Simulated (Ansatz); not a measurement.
Species: hydrogen fluoride, HF (charge 0, singlet). SMILES: F
Structure (B3LYP-D3(BJ)/def2-TZVP (Ansatz, a first-principles code) minimum search):
```
F
H 1 0.9245
```
Charge 0, spin multiplicity 1.

Property: enthalpy of formation at 298 K, in kcal/mol. Conventions: LANL2DZ all-electron up to Ne; frozen cores in correlated levels; non-relativistic; no spin-orbit coupling; UHF or UKS for open shells; 6-311+G** with 5d; 6-31G* and kin with 6d, 5d where marked. CBS(X,Y): correlation extrapolated as X^-3; Hartree-Fock from the larger set (for Q and 5 zeta extrapolated as (X+1)exp(-9√X)). Ab initio and DFT rows: single points at B3LYP-D3(BJ) geometries (Ansatz), with unscaled harmonic terms from B3LYP/6-31G* at its own minima, enthalpies of formation by atomisation with measured atoms.

Measured values: Active Thermochemical Tables 1.112 (ions: stationary electron), as tabulated in the package chemicals; they hold spin-orbit and core effects, anharmonicity. 

Value to compare with, the measured value: -65.2 kcal/mol.

| level | program | enthalpy of formation at 298 K (kcal/mol) | error |
|---|---|---|---|
| PBE/STO-3G | Ansatz | -42.3 | 22.9 |
| PBE/3-21G | Ansatz | -41.3 | 23.9 |
| PBE/LANL2DZ | Ansatz | -50.5 | 14.7 |
| PBE/6-31G* | Ansatz | -55.2 | 10.0 |
| PBE/def2-SVP | Ansatz | -59.5 | 5.7 |
| PBE/6-311+G** | Ansatz | -64.8 | 0.4 |
| PBE/def2-TZVPD | Ansatz | -65.5 | -0.3 |
| CCSD(T)/CBS(cc-pVQZ,cc-pV5Z) | Ansatz | -65.9 | -0.7 |

6 of the 6 habitual levels lie above the measured value; their mean absolute error is 12.9 kcal/mol, the median 12.3.

The sets are all those run for this method; runs whose electronic state is in doubt are left out.
